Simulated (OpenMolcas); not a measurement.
# USlater/pcseg-2 run of N2H3 (hydrazinyl radical)

Aim: the energy change on altering one bond length of N2H3 (hydrazinyl radical) at USlater/pcseg-2, from 2 runs. 

The results are computed with OpenMolcas 26.06.

### 1 Starting point

The species is N2H3 (5 atoms), meant as a doublet with charge 0. SMILES: `[NH]N`. The shape is that of a GFN2-xTB optimisation. This is one conformer, not always the lowest.

Bond lengths: N1–N2 1.335 Å, N1–H3 1.020 Å, N2–H4 1.011 Å, N2–H5 1.017 Å. Angles: N1–N2–H4 112.8°, N1–N2–H5 121.7°, N2–N1–H3 109.8°, H4–N2–H5 116.1°.

### 2 Energy and forces at USlater/pcseg-2

File job.input:

```
* H3N2 Kohn-Sham DFT

&GATEWAY
 BasLib=$CurrDir
 Coord
 5
 angstrom
 N       -0.174970      -0.805480       0.447260
 N       -0.126270       0.251970      -0.365880
 H        0.751750      -0.989150       0.831090
 H       -1.043070       0.577800      -0.638700
 H        0.592550       0.964850      -0.273770
 Basis=pcseg-2
 Group=NoSym

&SEWARD
 GridInput
 Grid=Coarse
 End of Grid

&SCF
 UHF
 Spin=2
 KSDFT=HFS
 PrOrbitals=0

&ALASKA
```

The basis set pcseg-2 is read from a file made from the Basis Set Exchange's data (not shown).

On the command line:

```console
$ export MOLCAS_MEM=1860
$ pymolcas job.input > job.log
```

The log of the run (excerpt; [...] marks lines left out):

```text
--- Start Module: gateway ---
[...]
--- Stop Module: gateway /rc=_RC_ALL_IS_WELL_ ---
[...]
      Basis functions          102
[...]
--- Start Module: scf ---
[...]
       Convergence after  14 Iterations
[...]
::    Total KS-DFT energy                            -109.2718621247
[...]
      Total spin, S                                     0.5014492410
[...]
      Total electronic charge=   17.000000
      Total            charge=   -0.000000
[...]
      Dipole Moment (debye):
      Origin of the operator (angstrom)=   -0.1262   -0.2318    0.0341
                   X=  1.1953E+00               Y=  2.3782E+00               Z= -4.7568E-01           Total=  2.7038E+00
      Quadrupole Moment (debye*angstrom):
[...]
--- Stop Module: scf /rc=_RC_ALL_IS_WELL_ ---
[...]
--- Start Module: alaska ---
[...]
 *              Molecular gradients               *
 **************************************************
  Irreducible representation: a
 ------------------------------------------------------------------------------------------
                              X                       Y                       Z
 ------------------------------------------------------------------------------------------
  N1                2.23129797663661E-02    1.07323162099142E-02   -1.09164189840927E-03
  N2               -4.32607093110815E-03    1.17832229294721E-02   -6.74777271605365E-05
  H3               -2.03788014083131E-02   -2.07565280207378E-04   -5.30907067872843E-03
  H4                1.52257417710815E-02   -8.71211734161825E-03    7.10813968087387E-03
  H5               -1.28338491980284E-02   -1.35958565176049E-02   -6.39949376591731E-04
 ------------------------------------------------------------------------------------------
--- Stop Module: alaska /rc=_RC_ALL_IS_WELL_ ---
[...]
```

Run time: 14 s. Hardware: 1 thread of Arm Neoverse V1, shared host; peak memory 0.57 GiB.

### 3 The distorted shape, same level

File job.inp:

```
&GATEWAY
BasLib=$CurrDir
Coord
5
angstrom
N       -0.638321      -0.713647       0.255349
N       -0.589621       0.343803      -0.557791
H        0.751750      -0.989150       0.831090
H       -1.506421       0.669633      -0.830611
H        0.129199       1.056683      -0.465681
Basis=pcseg-2
Group=NoSym
&SEWARD
GridInput
Grid=Coarse
End of Grid
&SCF
UHF
Spin=2
KSDFT=HFS
PrOrbitals=0
&ALASKA
```

The basis set pcseg-2 is read from a file made from the Basis Set Exchange's data (not shown).

On the command line:

```console
$ export MOLCAS_MEM=1860
$ pymolcas job.inp > job.log
```

The log of the run (excerpt; [...] marks lines left out):

```text
--- Start Module: gateway ---
[...]
--- Stop Module: gateway /rc=_RC_ALL_IS_WELL_ ---
[...]
      Basis functions          102
[...]
--- Start Module: scf ---
[...]
       Convergence after  16 Iterations
[...]
::    Total KS-DFT energy                            -109.2108967077
[...]
      Total spin, S                                     0.5101417941
[...]
      Total electronic charge=   17.000000
      Total            charge=   -0.000000
[...]
      Dipole Moment (debye):
      Origin of the operator (angstrom)=   -0.5745   -0.1430   -0.1516
                   X=  6.7392E-01               Y=  2.5487E+00               Z= -7.0893E-01           Total=  2.7299E+00
      Quadrupole Moment (debye*angstrom):
[...]
--- Stop Module: scf /rc=_RC_ALL_IS_WELL_ ---
[...]
--- Start Module: alaska ---
[...]
 *              Molecular gradients               *
 **************************************************
  Irreducible representation: a
 ------------------------------------------------------------------------------------------
                              X                       Y                       Z
 ------------------------------------------------------------------------------------------
  N1               -6.07249211220364E-02    3.04941645255337E-02   -4.12762253192511E-02
  N2               -1.74516254657664E-02    8.62632379938333E-03    1.66926649845944E-03
  H3                6.95492019591240E-02   -1.91123004786891E-02    3.43553695593446E-02
  H4                1.86043102631230E-02   -7.31317525840636E-03    6.50860284428090E-03
  H5               -9.97696563442974E-03   -1.26950125878320E-02   -1.25701358284058E-03
 ------------------------------------------------------------------------------------------
--- Stop Module: alaska /rc=_RC_ALL_IS_WELL_ ---
[...]
```

It took 15 s on 1 thread of Arm Neoverse V1, shared host; peak memory 0.57 GiB.

### 4 What came out

At USlater/pcseg-2:

| quantity | value |
| --- | --- |
| first shape: total energy | -109.27186 Eh |
| first shape: dipole moment | 2.70 D |
| first shape: HOMO energy (highest over α and β) | -2.72 eV |
| first shape: LUMO energy (lowest over α and β) | -1.05 eV |
| first shape: ⟨S²⟩ | 0.753 |
| first shape: largest force on an atom | 1.274 eV/Å |
| distorted shape: total energy | -109.21090 Eh |
| distorted shape: dipole moment | 2.73 D |
| distorted shape: HOMO energy (highest over α and β) | -2.77 eV |
| distorted shape: LUMO energy (lowest over α and β) | -1.07 eV |
| distorted shape: ⟨S²⟩ | 0.770 |
| distorted shape: largest force on an atom | 4.108 eV/Å |
| energy change with the N1–H3 bond stretched from 1.020 to 1.530 Å | 1.659 eV |

With the N1–H3 bond stretched from 1.020 to 1.530 Å the energy rises by 1.66 eV (38 kcal/mol). The first shape isn't relaxed at this level, so the change isn't measured from a minimum. The largest force (first shape) is 1.27 eV/Å: the shape isn't a stationary point for this species at this level. Mulliken charges (distorted shape) run from -0.33 on N1 to +0.17 on H4.
